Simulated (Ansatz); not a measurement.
We consider 2H MoS₂, described by PBE (Ansatz, a first-principles code, plane waves, PAW).

Rigid layers of the crystal as relaxed at this level are moved apart or together:

```tsv
run	k mesh	layer repeat (Å)	energy against free layers (meV/Å²)	gap on the mesh (eV)
1	12×12×4	5.845	13.93	0.580
2	12×12×4	5.995	8.47	0.726
3	12×12×4	6.145	5.00	0.862
4	12×12×4	6.345	2.29	1.027
5	12×12×4	6.645	0.40	1.215
6	12×12×4	7.145	-0.47	1.385
7	12×12×2	8.145	-0.35	1.557
8	12×12×2	10.145	-0.02	1.643
```

The lowest energy of these points lies at a layer repeat of 7.14 Å.

Spin–orbit coupling is not included.

Note: the cell comes from a level without a dispersion term, which matters for the spacing of layers, chains or molecules.
